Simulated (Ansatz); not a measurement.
Saddle point of BNH5Cl, singlet (BNH₄ ([BH2][NH2]) + HCl → BH₂Cl ([BH2][Cl]) + NH₃ (still joined by a long B–N bond); bonds formed: B1–Cl6, N2–H5; bonds broken: H5–Cl6; bonds weakened to dative contacts: B1–N2), PBE0-D4/def2-TZVP structure:

```
8
angstrom
B -0.3725 -0.6933 0.2420
N -0.3217 0.7731 -0.0031
H -0.8637 -1.3722 -0.6009
H -0.1582 -1.0708 1.3484
H 0.9215 0.4509 -0.4037
Cl 1.9515 -0.6387 -0.6076
H -0.2959 1.3959 0.7914
H -0.8609 1.1552 -0.7666
```

Energies are electronic, without zero-point energy. Barriers and step energies count from the start structure reached by relaxing down the imaginary mode; all methods use the PBE0-D4 structures, on which another method's saddle can fall below an end. Program: Ansatz 0.2.0. Basis: def2-TZVPP, with def2-QZVPP for the basis limit. Cores are frozen in the correlated methods. B3LYP uses VWN-RPA correlation. Extrapolation: Hartree–Fock as exp(−7.88 √X), correlation as X^−2.97.

```json
{"method": "SPW92", "barrier (kcal/mol)": "6.81", "step energy (kcal/mol)": "-19.85"}
{"method": "PBE-D4", "barrier (kcal/mol)": "12.44", "step energy (kcal/mol)": "-15.08"}
{"method": "BLYP-D4", "barrier (kcal/mol)": "15.99", "step energy (kcal/mol)": "-10.34"}
{"method": "r2SCAN-D4", "barrier (kcal/mol)": "13.26", "step energy (kcal/mol)": "-15.67"}
{"method": "B97M-V", "barrier (kcal/mol)": "17.73", "step energy (kcal/mol)": "-14.49"}
{"method": "PBE0-D4", "barrier (kcal/mol)": "?", "step energy (kcal/mol)": "-16.59"}
{"method": "B3LYP-D4", "barrier (kcal/mol)": "17.11", "step energy (kcal/mol)": "-11.95"}
{"method": "r2SCAN0-D4", "barrier (kcal/mol)": "14.55", "step energy (kcal/mol)": "-16.76"}
{"method": "BHLYP-D4", "barrier (kcal/mol)": "19.12", "step energy (kcal/mol)": "-13.33"}
{"method": "CAM-B3LYP-D4", "barrier (kcal/mol)": "17.85", "step energy (kcal/mol)": "-12.89"}
{"method": "wB97X-V", "barrier (kcal/mol)": "17.19", "step energy (kcal/mol)": "-15.22"}
{"method": "wB97M-V", "barrier (kcal/mol)": "?", "step energy (kcal/mol)": "-14.68"}
{"method": "B2PLYP", "barrier (kcal/mol)": "17.97", "step energy (kcal/mol)": "-12.69"}
{"method": "PBE-QIDH", "barrier (kcal/mol)": "15.66", "step energy (kcal/mol)": "-17.38"}
{"method": "RPA on PBE", "barrier (kcal/mol)": "19.31", "step energy (kcal/mol)": "-12.94"}
{"method": "HF", "barrier (kcal/mol)": "25.99", "step energy (kcal/mol)": "-9.91"}
{"method": "MP2", "barrier (kcal/mol)": "?", "step energy (kcal/mol)": "-15.75"}
{"method": "CCSD", "barrier (kcal/mol)": "20.12", "step energy (kcal/mol)": "-13.87"}
{"method": "CCSD(T)", "barrier (kcal/mol)": "18.55", "step energy (kcal/mol)": "-14.35"}
```

Problem. Fill in the withheld barriers. (To be estimated.)

Solution. By the calculation: wB97M-V 17.07; PBE0-D4 14.16; MP2 16.79 kcal/mol. Each is the energy of the saddle less that of the start structure, by the same method.

For comparison, the barrier by CCSD(T) at an estimated basis limit (MP2 extrapolated from triple and quadruple zeta, plus CCSD(T) − MP2 in triple zeta) is 17.51 kcal/mol.

No T1 diagnostic of these runs exceeds 0.012.

Hydrogen chloride, the by-product of chloride precursors, can attack films and sites by steps of this kind.

Labels in which every atom is bracketed show which atoms are joined, not bond orders.

For scale, one of the runs: CCSD(T)/def2-TZVPP, 174 basis functions, launched by `ansatz run in.yaml --threads 2 --pin off --events-out ev --progress --plain --max-ram 4352MiB`. Time: 11 s of wall clock on 2 CPU threads of an Intel Xeon 6975P-C; the host was shared. Peak host memory: 1.7 GiB.
